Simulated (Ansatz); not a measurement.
We consider rock-salt MgS, described by PBE0-D3(BJ) (Ansatz, an electronic-structure program, plane waves, PAW).

Run with plane-wave cutoff 460 eV, 8×8×8 k mesh, Fermi–Dirac smearing 0.01 eV, scalar-relativistic PAW data made under PBE.

Computed at the level's own relaxed cell.

```yaml
crystal:
  lattice:
    - [0.00000, 2.55999, 2.55999]
    - [2.55999, 0.00000, 2.55999]
    - [2.55999, 2.55999, 0.00000]
  atoms:
    - { symbol: Mg, position: [0.00000, 0.00000, 0.00000] }
    - { symbol: S, position: [0.50000, 0.50000, 0.50000] }
```

### Question
List the 5 lowest band energies at Γ above −25 eV (eV, relative to the valence band maximum), grouping those that round alike.

### Answer
At Γ: -14.33, 0.00 (×3), 5.95.

Note: the run warned that its exchange threshold was loose for the stress.
